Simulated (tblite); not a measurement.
Species: 1-phosphapropene, C₂H₅P.
Numbering: `[H]/[P:3]=[CH:2]\[CH3:1]` (hydrogens: H4, H5, H6 on C1; H7 on C2; H8 on P3)

A start from a force field or distance geometry was refined with GFN2-xTB geometry optimisation, gas phase (tblite). Values at the start:

| coordinate | start |
| --- | --- |
| C1–C2 | 1.496 Å |
| C1–H4 | 1.093 Å |
| C2=P3 | 1.731 Å |
| C2–H7 | 1.100 Å |
| P3–H8 | 1.415 Å |
| C1–C2–P3 | 128.7° |
| C1–C2–H7 | 116.7° |
| C2–C1–H4 | 108.8° |
| C2–C1–H6 | 112.7° |
| C2–P3–H8 | 96.7° |
| P3–C2–H7 | 114.5° |
| H4–C1–H5 | 107.1° |
| H4–C1–H6 | 110.1° |

Task: How do these coordinates change at the GFN2-xTB level?

Result: 
```json
{"coordinate": "C2=P3", "GFN2-xTB (Å or °)": "1.670", "change": "-0.061"}
{"coordinate": "C2–H7", "GFN2-xTB (Å or °)": "1.084", "change": "-0.016"}
{"coordinate": "C1–C2", "GFN2-xTB (Å or °)": "1.487", "change": "-0.009"}
{"coordinate": "P3–H8", "GFN2-xTB (Å or °)": "1.407", "change": "-0.008"}
{"coordinate": "C1–H4", "GFN2-xTB (Å or °)": "1.091", "change": "-0.002"}
{"coordinate": "P3–C2–H7", "GFN2-xTB (Å or °)": "116.8", "change": "+2.3"}
{"coordinate": "C1–C2–H7", "GFN2-xTB (Å or °)": "115.0", "change": "-1.7"}
{"coordinate": "H4–C1–H6", "GFN2-xTB (Å or °)": "108.7", "change": "-1.4"}
{"coordinate": "C2–C1–H4", "GFN2-xTB (Å or °)": "110.1", "change": "+1.3"}
{"coordinate": "C2–C1–H6", "GFN2-xTB (Å or °)": "111.7", "change": "-1.0"}
{"coordinate": "C1–C2–P3", "GFN2-xTB (Å or °)": "128.2", "change": "-0.5"}
{"coordinate": "C2–P3–H8", "GFN2-xTB (Å or °)": "96.9", "change": "+0.2"}
{"coordinate": "H4–C1–H5", "GFN2-xTB (Å or °)": "107.3", "change": "+0.2"}
```

The energy falls by 0.084 eV over 18 L-BFGS steps, the largest force on an atom goes from 2.12 to 0.010 eV/Å, and the atoms move by 0.034 Å rms after alignment. The bond that changes most is C2=P3 (ends: carbon bonded to C, P and H; phosphorus bonded to C and H), which shortens by 0.061 Å. Bonds longer at the end by more than 0.005 Å: 0 of 7; shorter: 4. Rotational constants go from 41144, 5227, 4774 to 41733, 5491, 5002 MHz.

Its GFN2-xTB frequencies are all real (lowest 152 cm⁻¹).

These are computed values.
